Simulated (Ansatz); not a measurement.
A made-up structure of BH₂SO, doublet:

B1  (-1.348, -0.133, -0.314)
S2  (-0.076, -0.451, 0.697)
O3  (1.361, 0.271, 0.095)
H4  (1.589, 0.909, -0.598)
H5  (2.041, 0.037, 0.741)
(Å)

It is relaxed with PBE-D4/def2-SVP and then PBE0-D4/def2-TZVP (Ansatz 0.2.0). Atoms count as bonded within 1.22 times the sum of their covalent radii (H–H: 0.88 Å). The end point is not checked to be a true minimum.

(1) Does its bonding change? (Judge from chemistry; the calculation decides.)

## Answers

(1) By the calculation: Yes. Formed: B1–O3; broken: S2–O3.

Where it ends: The first stage lowers the energy by 3.50 eV in 23 steps. It ends as BH₂SO ([OH2][B][S]):
B1  (-0.168, 0.066, 0.601)
S2  (-1.011, -0.853, -0.491)
O3  (1.255, 0.630, 0.196)
H4  (1.574, 0.142, -0.588)
H5  (1.917, 0.648, 0.903)
(Å)

Labels in which every atom is bracketed show which atoms are joined, not bond orders.

For scale, one of the runs: PBE0-D4/def2-TZVP relaxation, 111 basis functions, launched by `ansatz run in.yaml --threads 2 --pin off --events-out ev --progress --plain --max-ram 4352MiB`. Hardware: 2 CPU threads of an Intel Xeon, shared host. Wall time about 5 min.
